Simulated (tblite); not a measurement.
Species: C₄H₉FO.
SMILES with atom numbers: `[CH3:1][CH2:2][CH2:3][O:4][CH2:5][F:6]` (hydrogens: H7, H8, H9 on C1; H10, H11 on C2; H12, H13 on C3; H14, H15 on C5)

Computed with GFN2-xTB (tblite), gas phase: Langevin dynamics at 300 K from the optimised GFN2-xTB geometry, time step 0.5 fs, friction 0.01 fs⁻¹, 2000 steps. The instantaneous temperature is 2·E(kin)/(3Nk) with all 3N coordinates.

| t (fs) | T (K) | E(pot) above start (eV) | C1–C2 (Å) | C2–C3 (Å) | C3–O4 (Å) | O4–C5 (Å) | C5–F6 (Å) | C1–H7 (Å) | C1–C2–C3–O4 (°) |
| --- | --- | --- | --- | --- | --- | --- | --- | --- | --- |
| 0 | 239 | 0.000 | 1.523 | 1.523 | 1.426 | 1.359 | 1.382 | 1.088 | 178 |
| 50 | 229 | 0.379 | 1.529 | 1.559 | 1.451 | 1.392 | 1.378 | 1.133 | 177 |
| 100 | 247 | 0.463 | 1.519 | 1.506 | 1.412 | 1.376 | 1.423 | 1.067 | 179 |
| 150 | 198 | 0.342 | 1.527 | 1.507 | 1.462 | 1.366 | 1.327 | 1.125 | 166 |
| 200 | 199 | 0.346 | 1.499 | 1.539 | 1.439 | 1.312 | 1.473 | 1.058 | 162 |
| 250 | 246 | 0.441 | 1.562 | 1.502 | 1.407 | 1.355 | 1.324 | 1.131 | 167 |
| 300 | 268 | 0.508 | 1.513 | 1.489 | 1.463 | 1.412 | 1.379 | 1.116 | 175 |
| 350 | 248 | 0.606 | 1.543 | 1.499 | 1.408 | 1.335 | 1.474 | 1.090 | 180 |
| 400 | 282 | 0.450 | 1.560 | 1.545 | 1.401 | 1.387 | 1.345 | 1.085 | 176 |
| 450 | 230 | 0.583 | 1.484 | 1.534 | 1.454 | 1.331 | 1.399 | 1.098 | 167 |
| 500 | 320 | 0.395 | 1.571 | 1.499 | 1.429 | 1.328 | 1.384 | 1.071 | 159 |
| 550 | 224 | 0.607 | 1.485 | 1.555 | 1.416 | 1.403 | 1.374 | 1.083 | 161 |
| 600 | 320 | 0.506 | 1.533 | 1.566 | 1.406 | 1.357 | 1.396 | 1.085 | 163 |
| 650 | 360 | 0.578 | 1.524 | 1.486 | 1.476 | 1.347 | 1.448 | 1.110 | 179 |
| 700 | 346 | 0.670 | 1.556 | 1.509 | 1.430 | 1.312 | 1.407 | 1.082 | -178 |
| 750 | 432 | 0.771 | 1.550 | 1.488 | 1.452 | 1.449 | 1.320 | 1.123 | 180 |
| 800 | 362 | 0.612 | 1.544 | 1.561 | 1.406 | 1.302 | 1.444 | 1.069 | 178 |
| 850 | 396 | 0.421 | 1.549 | 1.499 | 1.442 | 1.373 | 1.466 | 1.118 | -167 |
| 900 | 244 | 0.677 | 1.514 | 1.537 | 1.425 | 1.401 | 1.313 | 1.080 | -157 |
| 950 | 281 | 0.527 | 1.506 | 1.579 | 1.409 | 1.357 | 1.460 | 1.120 | -151 |
| 1000 | 374 | 0.312 | 1.514 | 1.476 | 1.422 | 1.350 | 1.396 | 1.054 | -159 |

Problem. From 500 fs on, how do temperature and potential energy compare with equipartition?

Solution. The mean temperature of these 11 frames is 333 K against the target 300 K, and the mean potential energy 0.55 eV against 39 × kT/2 = 0.50 eV for 39 classical harmonic modes. For 15 atoms in a canonical ensemble the temperature itself scatters by T·√(2/(3N)) = 63 K; here its standard deviation is 60 K. The whole run lasts only 10 friction times of 100 fs, so these averages carry a wide statistical error.

Problem. What are the kinetic and total energies of the listed frame with the highest potential energy?

Solution. The one at 750 fs, 0.771 eV above the start. Its kinetic energy is 3NkT/2 = 0.837 eV at 432 K, so the sum is 1.61 eV; over the listed frames the sum runs from 0.46 to 1.61 eV, since the thermostat adds and removes energy.

Problem. How much do the listed bonds fluctuate from 500 fs on?

Solution. 
```tsv
bond	at the start (Å)	mean (Å)	standard deviation (Å)
C1–C2	1.523	1.531	0.024
C2–C3	1.523	1.523	0.035
C3–O4	1.426	1.428	0.020
O4–C5	1.359	1.362	0.041
C5–F6	1.382	1.401	0.050
C1–H7	1.088	1.090	0.022
```

The motion is classical and holds no zero-point motion.

The cost below is that of the whole dynamics run. The run took 5.9 s of wall time on one thread of an AMD EPYC 9R45, shared host with 96 logical CPUs at a one-minute load of 52, and the process peaked at 0.18 GiB of memory.
